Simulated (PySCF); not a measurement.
C2H7Al.
SMILES with atom numbers: `[CH3:1][CH2:2][AlH2:3]` (hydrogens: H4, H5, H6 on C1; H7, H8 on C2; H9, H10 on Al3)

Method: core-valence-separated Tamm–Dancoff BHandHLYP/aug-pcX-1 (pcseg-1 on H, def2-SVPD on Al) in PySCF, non-relativistic, gas phase, PBE0-D3(BJ)/def2-SVP geometry. The energies are unshifted.

Question: List the carbon K-edge absorption lines.

Answer: 
```csv
E (eV),f,core hole on,main final orbital
283.64,0.0030,C2,LUMO (96 %)
284.66,0.0083,C2,LUMO+1 (62 %)
284.78,0.0044,C1,LUMO (93 %)
285.25,0.0063,C1,LUMO+1 (74 %)
285.58,0.0289,C2,LUMO+5 (57 %)
285.69,0.0290,C2,LUMO+4 (61 %)
285.89,0.0006,C2,LUMO+2 (65 %)
286.14,0.0306,C1,LUMO+4 (34 %)
286.29,0.0009,C1,LUMO+2 (81 %)
286.36,0.0237,C1,LUMO+5 (60 %)
286.67,0.0012,C2,LUMO+3 (78 %)
```

The first line with a tenth or more of the strongest one's intensity is at 284.66 eV (f = 0.008), with the hole on C2 (chain CH2 carbon). The strongest listed is at 286.14 eV (f = 0.031; C1).

Roots within 0.03 eV whose holes lie on the same, on equivalent or on shared atoms are summed into one line, and the highest roots are left out, as the search may have cut off their partners. Final orbitals are the ground state's empty Kohn–Sham orbitals.

Question: What are the wavelength and the wavenumber of the 285.69 eV line?

Answer: λ = 12398.42 eV Å/285.69 eV = 43.398 Å; 2.3042 × 10⁶ cm⁻¹.

The ionisation thresholds weren't computed; near and above them a finite basis only mimics Rydberg series and continuum.

One conformer stands for the species.
